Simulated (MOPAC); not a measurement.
MOPAC input (PM6):

```
PM6 PRECISE GNORM=0.05 LET XYZ UHF MS=0.5 GEO-OK AUX(PRECISION=9) THREADS=1
C2H6N

C     1.20714507 1   -0.43893973 1   -0.00256418 1
C     0.11798946 1    0.57141053 1    0.00482199 1
N    -1.24139525 1   -0.02687100 1   -0.00131228 1
H     1.53582640 1   -0.90177310 1    0.91941065 1
H     1.53745215 1   -0.88648962 1   -0.93147757 1
H     0.18297362 1    1.22496543 1   -0.86746879 1
H     0.18143178 1    1.21047070 1    0.88789918 1
H    -1.35007526 1   -0.63365410 1    0.80545776 1
H    -1.34864912 1   -0.62024710 1   -0.81818214 1
```

Question: What heat of formation does the run end on?

Answer: 23.09 kcal/mol.
